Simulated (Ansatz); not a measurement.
The same path of FH₃Si (5 atoms, charge 0, multiplicity 1) was run twice with different band settings. Lost on the way: Si1–H3. Made: F2–H3.

Theory: Ansatz, RKS revPBE-D4/def2-SVP.

Relaxed end points:

```xyz
5
Properties=species:S:1:pos:R:3
Si 0.247 0.000 0.137
F 0.314 0.000 1.779
H 1.648 0.000 -0.403
H -0.483 1.232 -0.317
H -0.483 -1.232 -0.317
```

```xyz
5
Properties=species:S:1:pos:R:3
Si 0.041 0.000 -0.711
F 1.100 0.000 1.272
H 1.919 0.000 0.796
H -0.909 1.117 -0.239
H -0.909 -1.117 -0.239
```

Common settings: climbing image yes; spring 5.0 eV/Å²; optimiser quadratic models (default); start path through a guess of the saddle point; force threshold 0.03 eV/Å; iteration limit 60; end points relaxed.

| run | movable images |
| --- | --- |
| 1 | 7 |
| 2 | 3 |

(1) What does each run give, and how far can it be trusted?

## Answers

(1) Run 1: converged after 7 iterations, highest image 3.280 eV above the first end. A vibrational analysis at the climbing image gives one clearly imaginary mode, 937i cm⁻¹: a first-order saddle point.
Run 2: converged after 7 iterations, highest image 3.280 eV above the first end. Neighbouring images differ by up to 1.7 eV, so the band resolves the path poorly. Another band between the same ends (7 images) ends at a top of the same energy, where a vibrational analysis finds 1 clearly imaginary mode. So few images can step over the top or miss a turn of the path.
The orbitals stay closed-shell, which can raise the energy where a bond breaks towards radicals; this wasn't checked here.
